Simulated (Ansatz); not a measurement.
The reference is Sn in the diamond structure (space group Fd-3m, No. 227).

```cif
data_Sn8
_chemical_formula_sum 'Sn8'
_space_group_name_H-M_alt 'Fd-3m :1'
_space_group_IT_number 227
_space_group_name_Hall 'F 4d 2 3 -1d'
_cell_length_a 6.65580
_cell_length_b 6.65580
_cell_length_c 6.65580
_cell_angle_alpha 90.000
_cell_angle_beta 90.000
_cell_angle_gamma 90.000
loop_
_atom_site_label
_atom_site_type_symbol
_atom_site_symmetry_multiplicity
_atom_site_Wyckoff_symbol
_atom_site_fract_x
_atom_site_fract_y
_atom_site_fract_z
_atom_site_occupancy
Sn1 Sn 8 a 0.00000 0.00000 0.00000 1
```
(The calculation used a cell of 2 atoms; values per cell refer to that cell.)

The values are results of Ansatz (an electronic-structure program) PBE, without spin-orbit coupling, earlier PAW set, not measurements.

The change: full substitution Sn → Si; the structure is relaxed again.

Measured lattice parameter a: Sn 6.477 Å (static lattice; corrected from measurement; as listed in Daniel Mejia-Rodriguez, S. B. Trickey, Phys. Rev. B (2018)); Si 5.421 Å (static lattice; corrected from measurement; as listed in Daniel Mejia-Rodriguez, S. B. Trickey, Phys. Rev. B (2018)).

Task: How well does PBE reproduce the measured shift?

Result: With PBE the lattice parameter a moves by -1.186 Å (6.656 → 5.470) against -1.056 Å measured.

Stability against distortions was not tested.
